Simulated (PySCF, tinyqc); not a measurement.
RHF in the sto-3g basis, for CH2, spin multiplicity 1, step by step. This run ends on a higher stationary point, not on the lowest solution. The lowest restricted solution is unstable here: a spin-polarised one lies 0.0230 hartree lower (PySCF). Computed by tinyqc, a small Python program that keeps every step (integrals from PySCF). Settings: charge = 0, multiplicity = 1, basis = sto-3g, energy threshold = 1e-10, iteration cap = 81, orthogonalisation = canonical, start = core, DIIS depth = 0, method = RHF. Command: `OMP_NUM_THREADS=1 python tinyqc.py 27160 27161 out.jsonl` (the two numbers bound the seeds that draw the settings). One thread of a shared host (Intel(R) Xeon(R) Processor @ 2.60GHz), about 0.1 s of CPU time with the checks. Later iterations appear only in the table of the cycle.

## One-electron integrals

Geometry (angstrom):
```
atom,x,y,z
C,0.0000,0.0000,0.0000
H,0.0000,1.1910,0.7660
H,0.0000,-1.1910,0.7660
```

Basis sto-3g: exponents (1/bohr^2) and contraction coefficients of normalised primitives:
```
element,l (shell),exponent,coefficient
C,s (1),71.6168,0.1543
C,s (1),13.0451,0.5353
C,s (1),3.5305,0.4446
C,s (2),2.9412,-0.1000
C,s (2),0.6835,0.3995
C,s (2),0.2223,0.7001
C,p (3),2.9412,0.1559
C,p (3),0.6835,0.6077
C,p (3),0.2223,0.3920
H,s (1),3.4253,0.1543
H,s (1),0.6239,0.5353
H,s (1),0.1689,0.4446
```

Overlap, kinetic and nuclear-attraction integrals over the contracted functions; the nuclear repulsion is the sum of Za Zb / Rab.

nuclear repulsion = 4.706507 hartree

overlap S, lower triangle:
```
,1C 1s,1C 2s,1C 2px,1C 2py,1C 2pz,2H 1s,3H 1s
1C 1s,1.0000
1C 2s,0.2484,1.0000
1C 2px,0.0000,0.0000,1.0000
1C 2py,0.0000,0.0000,0.0000,1.0000
1C 2pz,0.0000,0.0000,0.0000,0.0000,1.0000
2H 1s,0.0295,0.3222,0.0000,0.2894,0.1861,1.0000
3H 1s,0.0295,0.3222,0.0000,-0.2894,0.1861,0.0616,1.0000
```

kinetic energy T (hartree), lower triangle:
```
,1C 1s,1C 2s,1C 2px,1C 2py,1C 2pz,2H 1s,3H 1s
1C 1s,15.8911
1C 2s,-0.0859,0.4722
1C 2px,0.0000,0.0000,1.4777
1C 2py,0.0000,0.0000,0.0000,1.4777
1C 2pz,0.0000,0.0000,0.0000,0.0000,1.4777
2H 1s,-0.0090,0.0295,0.0000,0.0892,0.0574,0.7600
3H 1s,-0.0090,0.0295,0.0000,-0.0892,0.0574,-0.0112,0.7600
```

nuclear attraction V (hartree), lower triangle:
```
,1C 1s,1C 2s,1C 2px,1C 2py,1C 2pz,2H 1s,3H 1s
1C 1s,-34.4001
1C 2s,-4.3779,-5.9328
1C 2px,0.0000,0.0000,-5.8429
1C 2py,0.0000,0.0000,0.0000,-5.9441
1C 2pz,-0.0109,-0.1223,0.0000,0.0000,-5.8848
2H 1s,-0.5272,-1.4921,0.0000,-1.2200,-0.8042,-3.6780
3H 1s,-0.5272,-1.4921,0.0000,1.2200,-0.8042,-0.2512,-3.6780
```

core Hamiltonian H = T + V (hartree), lower triangle:
```
,1C 1s,1C 2s,1C 2px,1C 2py,1C 2pz,2H 1s,3H 1s
1C 1s,-18.5090
1C 2s,-4.4637,-5.4605
1C 2px,0.0000,0.0000,-4.3652
1C 2py,0.0000,0.0000,0.0000,-4.4664
1C 2pz,-0.0109,-0.1223,0.0000,0.0000,-4.4071
2H 1s,-0.5362,-1.4625,0.0000,-1.1308,-0.7468,-2.9179
3H 1s,-0.5362,-1.4625,0.0000,1.1308,-0.7468,-0.2625,-2.9179
```

## Two-electron integrals

Functions are numbered as in S; the eight-fold symmetry (ij|kl) = (ji|kl) = (kl|ij) leaves the list below.

Two-electron integrals (ij|kl) in chemists' order, unique and non-zero (hartree):
```
i,j,k,l,(ij|kl)
1,1,1,1,3.5419
2,1,1,1,0.5769
2,1,2,1,0.1119
2,2,1,1,0.8547
2,2,2,1,0.2053
2,2,2,2,0.6247
3,1,3,1,0.0203
3,2,3,1,0.0309
3,2,3,2,0.1380
3,3,1,1,0.8524
3,3,2,1,0.2053
3,3,2,2,0.6246
3,3,3,3,0.6728
4,1,4,1,0.0203
4,2,4,1,0.0309
4,2,4,2,0.1380
4,3,4,3,0.0363
4,4,1,1,0.8524
4,4,2,1,0.2053
4,4,2,2,0.6246
4,4,3,3,0.6003
4,4,4,4,0.6728
5,1,5,1,0.0203
5,2,5,1,0.0309
5,2,5,2,0.1380
5,3,5,3,0.0363
5,4,5,4,0.0363
5,5,1,1,0.8524
5,5,2,1,0.2053
5,5,2,2,0.6246
5,5,3,3,0.6003
5,5,4,4,0.6003
5,5,5,5,0.6728
6,1,1,1,0.0688
6,1,2,1,0.0133
6,1,2,2,0.0243
6,1,3,3,0.0243
6,1,4,1,0.0006
6,1,4,2,0.0012
6,1,4,4,0.0244
6,1,5,1,4.15e-04
6,1,5,2,0.0008
6,1,5,4,1.07e-04
6,1,5,5,0.0243
6,1,6,1,0.0016
6,2,1,1,0.1947
6,2,2,1,0.0475
6,2,2,2,0.1633
6,2,3,3,0.1591
6,2,4,1,0.0038
6,2,4,2,0.0280
6,2,4,4,0.1678
6,2,5,1,0.0024
6,2,5,2,0.0180
6,2,5,4,0.0056
6,2,5,5,0.1627
6,2,6,1,0.0059
6,2,6,2,0.0605
6,3,3,1,0.0044
6,3,3,2,0.0245
6,3,4,3,0.0052
6,3,5,3,0.0033
6,3,6,3,0.0067
6,4,1,1,0.1505
6,4,2,1,0.0372
6,4,2,2,0.1353
6,4,3,3,0.1287
6,4,4,1,0.0069
6,4,4,2,0.0455
6,4,4,4,0.1456
6,4,5,1,0.0016
6,4,5,2,0.0135
6,4,5,4,0.0075
6,4,5,5,0.1314
6,4,6,1,0.0048
6,4,6,2,0.0594
6,4,6,4,0.0638
6,5,1,1,0.0968
6,5,2,1,0.0239
6,5,2,2,0.0870
6,5,3,3,0.0828
6,5,4,1,0.0016
6,5,4,2,0.0135
6,5,4,4,0.0870
6,5,5,1,0.0055
6,5,5,2,0.0332
6,5,5,4,0.0079
6,5,5,5,0.0912
6,5,6,1,0.0031
6,5,6,2,0.0382
6,5,6,4,0.0368
6,5,6,5,0.0303
6,6,1,1,0.3714
6,6,2,1,0.0921
6,6,2,2,0.3617
6,6,3,3,0.3441
6,6,4,1,0.0080
6,6,4,2,0.0830
6,6,4,4,0.3811
6,6,5,1,0.0052
6,6,5,2,0.0534
6,6,5,4,0.0238
6,6,5,5,0.3594
6,6,6,1,0.0115
6,6,6,2,0.1809
6,6,6,4,0.1948
6,6,6,5,0.1253
6,6,6,6,0.7746
7,1,1,1,0.0688
7,1,2,1,0.0133
7,1,2,2,0.0243
7,1,3,3,0.0243
7,1,4,1,-0.0006
7,1,4,2,-0.0012
7,1,4,4,0.0244
7,1,5,1,4.15e-04
7,1,5,2,0.0008
7,1,5,4,-1.07e-04
7,1,5,5,0.0243
7,1,6,1,0.0016
7,1,6,2,0.0055
7,1,6,4,0.0042
7,1,6,5,0.0029
7,1,6,6,0.0107
7,1,7,1,0.0016
7,2,1,1,0.1947
7,2,2,1,0.0475
7,2,2,2,0.1633
7,2,3,3,0.1591
7,2,4,1,-0.0038
7,2,4,2,-0.0280
7,2,4,4,0.1678
7,2,5,1,0.0024
7,2,5,2,0.0180
7,2,5,4,-0.0056
7,2,5,5,0.1627
7,2,6,1,0.0055
7,2,6,2,0.0408
7,2,6,4,0.0295
7,2,6,5,0.0251
7,2,6,6,0.0922
7,2,7,1,0.0059
7,2,7,2,0.0605
7,3,3,1,0.0044
7,3,3,2,0.0245
7,3,4,3,-0.0052
7,3,5,3,0.0033
7,3,6,3,0.0041
7,3,7,3,0.0067
7,4,1,1,-0.1505
7,4,2,1,-0.0372
7,4,2,2,-0.1353
7,4,3,3,-0.1287
7,4,4,1,0.0069
7,4,4,2,0.0455
7,4,4,4,-0.1456
7,4,5,1,-0.0016
7,4,5,2,-0.0135
7,4,5,4,0.0075
7,4,5,5,-0.1314
7,4,6,1,-0.0042
7,4,6,2,-0.0295
7,4,6,4,-0.0181
7,4,6,5,-0.0179
7,4,6,6,-0.0647
7,4,7,1,-0.0048
7,4,7,2,-0.0594
7,4,7,4,0.0638
7,5,1,1,0.0968
7,5,2,1,0.0239
7,5,2,2,0.0870
7,5,3,3,0.0828
7,5,4,1,-0.0016
7,5,4,2,-0.0135
7,5,4,4,0.0870
7,5,5,1,0.0055
7,5,5,2,0.0332
7,5,5,4,-0.0079
7,5,5,5,0.0912
7,5,6,1,0.0029
7,5,6,2,0.0251
7,5,6,4,0.0179
7,5,6,5,0.0192
7,5,6,6,0.0596
7,5,7,1,0.0031
7,5,7,2,0.0382
7,5,7,4,-0.0368
7,5,7,5,0.0303
7,6,1,1,0.0318
7,6,2,1,0.0078
7,6,2,2,0.0281
7,6,3,3,0.0273
7,6,4,4,0.0281
7,6,5,1,0.0007
7,6,5,2,0.0053
7,6,5,5,0.0289
7,6,6,1,0.0009
7,6,6,2,0.0093
7,6,6,4,0.0080
7,6,6,5,0.0065
7,6,6,6,0.0261
7,6,7,1,0.0009
7,6,7,2,0.0093
7,6,7,4,-0.0080
7,6,7,5,0.0065
7,6,7,6,0.0019
7,7,1,1,0.3714
7,7,2,1,0.0921
7,7,2,2,0.3617
7,7,3,3,0.3441
7,7,4,1,-0.0080
7,7,4,2,-0.0830
7,7,4,4,0.3811
7,7,5,1,0.0052
7,7,5,2,0.0534
7,7,5,4,-0.0238
7,7,5,5,0.3594
7,7,6,1,0.0107
7,7,6,2,0.0922
7,7,6,4,0.0647
7,7,6,5,0.0596
7,7,6,6,0.2220
7,7,7,1,0.0115
7,7,7,2,0.1809
7,7,7,4,-0.1948
7,7,7,5,0.1253
7,7,7,6,0.0261
7,7,7,7,0.7746
```

## Orthogonalisation

S = U s U^T; canonical form X = U s^(-1/2), so that X^T S X = 1. Each column of U has its largest component positive (the first on a tie).

eigenvalues of S: 0.4691  0.5588  0.8746  1.0000  1.1047  1.3797  1.6131

X:
```
,1,2,3,4,5,6,7
1C 1s,-0.3800,0.0000,0.7262,0.0000,-0.5893,0.0000,0.2328
1C 2s,0.9667,0.0000,-0.3147,0.0000,-0.2912,0.0000,0.4862
1C 2px,0.0000,0.0000,0.0000,1.0000,0.0000,0.0000,0.0000
1C 2py,0.0000,0.9098,0.0000,0.0000,0.0000,0.6242,0.0000
1C 2pz,0.4558,0.0000,0.6492,0.0000,0.6391,0.0000,0.2264
2H 1s,-0.6500,-0.6935,-0.2187,0.0000,0.1798,0.4094,0.3729
3H 1s,-0.6500,0.6935,-0.2187,0.0000,0.1798,-0.4094,0.3729
```

## Starting guess

The start is the orbitals of the core Hamiltonian; D = 2 C_occ C_occ^T.

D at the start, lower triangle:
```
,1C 1s,1C 2s,1C 2px,1C 2py,1C 2pz,2H 1s,3H 1s
1C 1s,2.1235
1C 2s,-0.5080,2.0835
1C 2px,0.0000,0.0000,2.0000
1C 2py,0.0000,0.0000,0.0000,2.2337
1C 2pz,-0.2059,0.8837,0.0000,0.0000,0.3748
2H 1s,0.0635,-0.2496,0.0000,-0.2457,-0.1059,0.0569
3H 1s,0.0635,-0.2496,0.0000,0.2457,-0.1059,0.0029,0.0569
```

## Iteration 1: building the Fock matrix

J_ij = sum D_kl (ij|kl), K_ij = sum D_kl (ik|jl); F = H + J - 0.5 K; E = tr D H + tr D J / 2 - 0.25 tr D K + E_nn.

Coulomb J (hartree), lower triangle:
```
,1C 1s,1C 2s,1C 2px,1C 2py,1C 2pz,2H 1s,3H 1s
1C 1s,12.3210
1C 2s,2.4052,5.5010
1C 2px,0.0000,0.0000,5.5395
1C 2py,0.0000,0.0000,0.0000,5.5336
1C 2pz,0.0406,0.1922,0.0000,0.0000,5.4135
2H 1s,0.2870,1.3996,0.0000,1.1386,0.7554,2.9716
3H 1s,0.2870,1.3996,0.0000,-1.1386,0.7554,0.2388,2.9716
```

exchange K (hartree), lower triangle:
```
,1C 1s,1C 2s,1C 2px,1C 2py,1C 2pz,2H 1s,3H 1s
1C 1s,7.2654
1C 2s,1.2921,1.7877
1C 2px,0.0000,0.0000,1.7104
1C 2py,0.0000,0.0000,0.0000,1.7055
1C 2pz,0.0223,0.5298,0.0000,0.0000,0.6304
2H 1s,0.1644,0.4377,0.0000,0.2838,0.1826,0.1883
3H 1s,0.1644,0.4377,0.0000,-0.2838,0.1826,0.0691,0.1883
```

Fock matrix F (hartree), lower triangle:
```
,1C 1s,1C 2s,1C 2px,1C 2py,1C 2pz,2H 1s,3H 1s
1C 1s,-9.8207
1C 2s,-2.7046,-0.8534
1C 2px,0.0000,0.0000,0.3190
1C 2py,0.0000,0.0000,0.0000,0.2144
1C 2pz,0.0186,-0.1950,0.0000,0.0000,0.6913
2H 1s,-0.3314,-0.2818,0.0000,-0.1341,-0.0827,-0.0405
3H 1s,-0.3314,-0.2818,0.0000,0.1341,-0.0827,-0.0582,-0.0405
```

total energy of this density = -36.693330 hartree

## Iteration 1: diagonalisation and new density

Diagonalise F' = X^T F X, C = X C', fill 4 alpha and 4 beta electrons from the bottom; D = 2 C_occ C_occ^T. Each column has its largest component positive (the first on a tie).

F' = X^T F X (hartree), lower triangle:
```
,1,2,3,4,5,6,7
1,0.1322
2,0.0000,0.5331
3,1.1791,0.0000,-3.4681
4,0.0000,0.0000,0.0000,0.3190
5,-0.9551,0.0000,4.3946,0.0000,-3.9148
6,0.0000,0.1279,0.0000,0.0000,0.0000,-0.0477
7,0.5578,0.0000,-2.2622,0.0000,2.5495,0.0000,-1.7268
```

orbital energies (hartree): MO1 -9.8289, MO2 -0.2779, MO3 -0.0746, MO4 0.3190, MO5 0.3194, MO6 0.5600, MO7 0.8097

coefficients C:
```
,MO1,MO2,MO3,MO4,MO5,MO6,MO7
1C 1s,0.9918,-0.2058,0.0000,0.0000,-0.2170,0.0000,0.0061
1C 2s,0.0325,0.6637,0.0000,0.0000,0.9541,0.0000,0.0537
1C 2px,0.0000,0.0000,0.0000,1.0000,0.0000,0.0000,0.0000
1C 2py,0.0000,0.0000,0.4233,0.0000,0.0000,1.0189,0.0000
1C 2pz,0.0006,0.1590,0.0000,0.0000,-0.0007,0.0000,1.0313
2H 1s,-0.0052,0.3365,0.5435,0.0000,-0.6692,-0.5943,-0.2839
3H 1s,-0.0052,0.3365,-0.5435,0.0000,-0.6692,0.5943,-0.2839
```

D after iteration 1, lower triangle:
```
,1C 1s,1C 2s,1C 2px,1C 2py,1C 2pz,2H 1s,3H 1s
1C 1s,2.0521
1C 2s,-0.2087,0.8830
1C 2px,0.0000,0.0000,2.0000
1C 2py,0.0000,0.0000,0.0000,0.3584
1C 2pz,-0.0643,0.2111,0.0000,0.0000,0.0506
2H 1s,-0.1488,0.4463,0.0000,0.4602,0.1070,0.8173
3H 1s,-0.1488,0.4463,0.0000,-0.4602,0.1070,-0.3643,0.8173
```

## Iteration 2: building the Fock matrix

As before.

Coulomb J (hartree), lower triangle:
```
,1C 1s,1C 2s,1C 2px,1C 2py,1C 2pz,2H 1s,3H 1s
1C 1s,11.0448
1C 2s,2.1136,4.8583
1C 2px,0.0000,0.0000,4.8907
1C 2py,0.0000,0.0000,0.0000,4.8799
1C 2pz,0.0277,0.2084,0.0000,0.0000,4.7880
2H 1s,0.2521,1.3165,0.0000,1.1045,0.7421,3.2187
3H 1s,0.2521,1.3165,0.0000,-1.1045,0.7421,0.2300,3.2187
```

exchange K (hartree), lower triangle:
```
,1C 1s,1C 2s,1C 2px,1C 2py,1C 2pz,2H 1s,3H 1s
1C 1s,7.1610
1C 2s,1.2509,1.4195
1C 2px,0.0000,0.0000,1.5712
1C 2py,0.0000,0.0000,0.0000,0.9321
1C 2pz,-0.0023,0.3353,0.0000,0.0000,0.4153
2H 1s,0.1510,0.6300,0.0000,0.5191,0.2723,1.0895
3H 1s,0.1510,0.6300,0.0000,-0.5191,0.2723,0.0601,1.0895
```

Fock matrix F (hartree), lower triangle:
```
,1C 1s,1C 2s,1C 2px,1C 2py,1C 2pz,2H 1s,3H 1s
1C 1s,-11.0448
1C 2s,-2.9756,-1.3119
1C 2px,0.0000,0.0000,-0.2601
1C 2py,0.0000,0.0000,0.0000,-0.0526
1C 2pz,0.0180,-0.0815,0.0000,0.0000,0.1733
2H 1s,-0.3596,-0.4610,0.0000,-0.2858,-0.1408,-0.2440
3H 1s,-0.3596,-0.4610,0.0000,0.2858,-0.1408,-0.0625,-0.2440
```

total energy of this density = -38.050200 hartree

## Iteration 2: diagonalisation and new density

As before.

F' = X^T F X (hartree), lower triangle:
```
,1,2,3,4,5,6,7
1,0.0345
2,0.0000,0.5033
3,1.3614,0.0000,-4.3186
4,0.0000,0.0000,0.0000,-0.2601
5,-1.1319,0.0000,4.6261,0.0000,-4.7157
6,0.0000,0.1077,0.0000,0.0000,0.0000,-0.3735
7,0.5348,0.0000,-2.4442,0.0000,2.7885,0.0000,-2.1817
```

orbital energies (hartree): MO1 -11.0506, MO2 -0.6715, MO3 -0.3865, MO4 -0.2601, MO5 0.0701, MO6 0.4705, MO7 0.5163

coefficients C:
```
,MO1,MO2,MO3,MO4,MO5,MO6,MO7
1C 1s,0.9935,-0.2248,0.0000,0.0000,0.1436,-0.1228,0.0000
1C 2s,0.0262,0.7640,0.0000,0.0000,-0.6241,0.6171,0.0000
1C 2px,0.0000,0.0000,0.0000,1.0000,0.0000,0.0000,0.0000
1C 2py,0.0000,0.0000,0.5103,0.0000,0.0000,0.0000,0.9782
1C 2pz,0.0000,0.0888,0.0000,0.0000,0.6524,0.8096,0.0000
2H 1s,-0.0042,0.2755,0.4898,0.0000,0.3926,-0.6416,-0.6393
3H 1s,-0.0042,0.2755,-0.4898,0.0000,0.3926,-0.6416,0.6393
```

D after iteration 2, lower triangle:
```
,1C 1s,1C 2s,1C 2px,1C 2py,1C 2pz,2H 1s,3H 1s
1C 1s,2.0749
1C 2s,-0.2913,1.1687
1C 2px,0.0000,0.0000,2.0000
1C 2py,0.0000,0.0000,0.0000,0.5209
1C 2pz,-0.0399,0.1357,0.0000,0.0000,0.0158
2H 1s,-0.1322,0.4207,0.0000,0.4999,0.0489,0.6315
3H 1s,-0.1322,0.4207,0.0000,-0.4999,0.0489,-0.3280,0.6315
```

## Iteration 13 (converged): orbitals

converged F (hartree), lower triangle:
```
,1C 1s,1C 2s,1C 2px,1C 2py,1C 2pz,2H 1s,3H 1s
1C 1s,-10.8858
1C 2s,-2.9354,-1.2931
1C 2px,0.0000,0.0000,-0.1867
1C 2py,0.0000,0.0000,0.0000,-0.0178
1C 2pz,0.0079,-0.0764,0.0000,0.0000,0.2666
2H 1s,-0.3555,-0.4529,0.0000,-0.2869,-0.1162,-0.2411
3H 1s,-0.3555,-0.4529,0.0000,0.2869,-0.1162,-0.0527,-0.2411
```

As before.

F' = X^T F X (hartree), lower triangle:
```
,1,2,3,4,5,6,7
1,0.0381
2,0.0000,0.5280
3,1.3486,0.0000,-4.2367
4,0.0000,0.0000,0.0000,-0.1867
5,-1.0962,0.0000,4.5947,0.0000,-4.5926
6,0.0000,0.1315,0.0000,0.0000,0.0000,-0.3633
7,0.5362,0.0000,-2.3916,0.0000,2.7781,0.0000,-2.1356
```

orbital energies (hartree): MO1 -10.8916, MO2 -0.6550, MO3 -0.3823, MO4 -0.1867, MO5 0.1247, MO6 0.4952, MO7 0.5470

coefficients C:
```
,MO1,MO2,MO3,MO4,MO5,MO6,MO7
1C 1s,0.9934,-0.2270,0.0000,0.0000,-0.1514,-0.1094,0.0000
1C 2s,0.0266,0.7714,0.0000,0.0000,0.6746,0.5513,0.0000
1C 2px,0.0000,0.0000,0.0000,1.0000,0.0000,0.0000,0.0000
1C 2py,0.0000,0.0000,0.4876,0.0000,0.0000,0.0000,0.9897
1C 2pz,0.0010,0.0625,0.0000,0.0000,-0.5545,0.8818,0.0000
2H 1s,-0.0044,0.2737,0.5044,0.0000,-0.4715,-0.5868,-0.6278
3H 1s,-0.0044,0.2737,-0.5044,0.0000,-0.4715,-0.5868,0.6278
```

D after iteration 13, lower triangle:
```
,1C 1s,1C 2s,1C 2px,1C 2py,1C 2pz,2H 1s,3H 1s
1C 1s,2.0766
1C 2s,-0.2973,1.1914
1C 2px,0.0000,0.0000,2.0000
1C 2py,0.0000,0.0000,0.0000,0.4756
1C 2pz,-0.0264,0.0965,0.0000,0.0000,0.0078
2H 1s,-0.1330,0.4220,0.0000,0.4919,0.0342,0.6587
3H 1s,-0.1330,0.4220,0.0000,-0.4919,0.0342,-0.3589,0.6587
```

## Convergence

Stop when the energy changes by less than 1e-10 hartree and every element of the error matrix X^T (F D S - S D F) X is below 3e-06.

Course of the cycle:
```
iteration,E (hartree),change,largest element of the error matrix
1,-36.693330,-,6.22e-01
2,-38.050200,-1.36e+00,1.56e-01
3,-38.090655,-4.05e-02,3.23e-02
4,-38.092093,-1.44e-03,7.67e-03
5,-38.092250,-1.57e-04,3.32e-03
6,-38.092274,-2.32e-05,1.31e-03
7,-38.092277,-3.77e-06,5.66e-04
8,-38.092278,-6.33e-07,2.36e-04
9,-38.092278,-1.07e-07,9.84e-05
10,-38.092278,-1.83e-08,4.09e-05
11,-38.092278,-3.13e-09,1.69e-05
12,-38.092278,-5.36e-10,7.02e-06
13,-38.092278,-9.16e-11,2.91e-06
```

PySCF RHF in the same basis = -38.277357 hartree

Converged in 13 iterations. But the solution lies 0.18508 hartree above the reference: it is another stationary point, not the lowest restricted one. Reruns (cap 100 unless said): DIIS 8: converged in 9 to a higher stationary point; damping 0.5: converged in 36 to a higher stationary point; level shift 0.5: converged in 25 to a higher stationary point; atomic densities as start, DIIS 8: converged in 8.

## Populations, bond orders and dipole

Mulliken: Z minus the diagonal of D S on the atom; Loewdin: the same with S^(1/2) D S^(1/2); Mayer order: 2 sum_s sum (D(s) S)_ij (D(s) S)_ji over the two atoms.

Charges (e):
```
atom,Mulliken,Loewdin
1C,-0.1653,-0.1353
2H,0.0827,0.0677
3H,0.0827,0.0677
```

Mayer bond orders:
```
pair,order
2-1,0.8893
3-1,0.8893
3-2,0.1039
```

dipole moment about the origin, x y z (debye): 0.0000  0.0000  0.0799
